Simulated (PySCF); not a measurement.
First SCF of a structure search on singlet PO(OH), at a hand-made PBE0 minimum (heavy-atom frame) geometry. PySCF input:

```python
from pyscf import gto, scf, dft
mol = gto.M(atom='''
P      0.000000    -0.469670     0.000000
O     -1.282230     0.243270    -0.000000
O      1.223010     0.571800    -0.000000
H      0.939750     1.498630     0.000000''',
    basis={'P': 'def2-TZVP', 'O': 'def2-TZVP', 'H': 'def2-TZVP'},
    charge=0, spin=0)
mf = dft.RKS(mol, xc='PBE0')
mf.grids.atom_grid = (50, 194)
aux = {'P': 'def2-universal-JKFIT', 'O': 'def2-universal-JKFIT', 'H': 'def2-universal-JKFIT'}
mf = mf.density_fit(auxbasis=aux)
mf.conv_tol = 1e-08
mf.diis_space = 10
mf.max_cycle = 60
mf.init_guess = 'minao'
mf.verbose = 4
mf.kernel()
```

Excerpt of the output (cycles and frontier levels):

```
init E= -492.569911536301
  HOMO = -0.329926611162684  LUMO = -0.130592773363354  gap/eV = 5.42415
cycle= 1 E= -492.04665714666  delta_E= 0.523  |g|= 1.01  |ddm|= 1.86
  HOMO = -0.157301646138222  LUMO = -0.0309051675752556  gap/eV = 3.43942
cycle= 2 E= -491.239552196117  delta_E= 0.807  |g|= 2.17  |ddm|=  1.7
  HOMO = -0.307753366876675  LUMO = -0.07616642533511  gap/eV = 6.30180
cycle= 3 E= -492.200585363929  delta_E= -0.961  |g|= 0.439  |ddm|= 1.36
  HOMO = -0.307454797278773  LUMO = -0.0793515514685481  gap/eV = 6.20701
cycle= 4 E= -492.235428112167  delta_E= -0.0348  |g|= 0.126  |ddm|= 0.27
  HOMO = -0.312490949464092  LUMO = -0.081294320413356  gap/eV = 6.29118
cycle= 5 E= -492.238130773039  delta_E= -0.0027  |g|= 0.0206  |ddm|= 0.0894
  HOMO = -0.310510202764185  LUMO = -0.0782833493365942  gap/eV = 6.31921
cycle= 6 E= -492.23822725716  delta_E= -9.65e-05  |g|= 0.00543  |ddm|= 0.0197
  HOMO = -0.311043796603087  LUMO = -0.0785029007690667  gap/eV = 6.32776
cycle= 7 E= -492.238233449269  delta_E= -6.19e-06  |g|= 0.000683  |ddm|= 0.00361
  HOMO = -0.311001374483574  LUMO = -0.0784227415077297  gap/eV = 6.32879
cycle= 8 E= -492.238233545759  delta_E= -9.65e-08  |g|= 0.00014  |ddm|= 0.00069
  HOMO = -0.311025418595825  LUMO = -0.0784449062862222  gap/eV = 6.32884
cycle= 9 E= -492.238233550692  delta_E= -4.93e-09  |g|= 1.97e-05  |ddm|= 0.000167
  HOMO = -0.311022146613716  LUMO = -0.0784403534521303  gap/eV = 6.32887
Extra cycle  E= -492.238233550751  delta_E= -5.93e-11  |g|= 2.45e-05  |ddm|= 4.11e-05
converged SCF energy = -492.238233550751
```

No lower solution of this spin was found by a stability analysis within the restricted form, which does not test spin polarisation.

The search for the lowest solution, with the stability check, took 4.1 s on 2 threads of a shared Arm Neoverse V1 host, with 105 basis functions; the process peaked at 0.35 GiB. Launch command: `OMP_NUM_THREADS=2 python axn.py task.json out`.
